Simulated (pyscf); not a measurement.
This saddle point was located with ωB97X-D3(BJ)/def2-SVP in PySCF.

```xyz
14

C      1.0397    -0.3427    -0.0044
C     -0.2094     0.3199     0.4605
C     -1.3848     0.2875    -0.4684
C     -2.6490     0.0581    -0.1033
H      1.4464    -1.0766     0.7068
H      0.9556    -0.7775    -1.0130
H     -0.5222     0.0908     1.4926
H     -1.1392     0.4144    -1.5320
H     -2.9227    -0.0909     0.9476
H     -3.4528    -0.0154    -0.8422
N      0.3083     1.8517     0.5625
H      1.2844     1.3989     0.2495
H      0.2679     2.2864     1.4912
H     -0.1015     2.4854    -0.1325
```

Surface: singlet, charge 0. Lowest wavenumbers (cm⁻¹): 962i, 93, 124, 310, 320.

Problem. Name the species on either side of this saddle.

Solution. H₂C=CH–CH=CH₂ + NH₃ ⇌ H₂C=CH–CH(CH₃)–NH₂, an addition across a multiple bond or ene-type step read from left to right: H–N broken and C–H, C–N formed. At ωB97M-D3(BJ)/def2-TZVP it lies +237.9 kJ/mol from the left side and +300.7 kJ/mol from the right (each side as separated species at their lowest minima found). One saddle was located; it need not be the lowest between these sides.
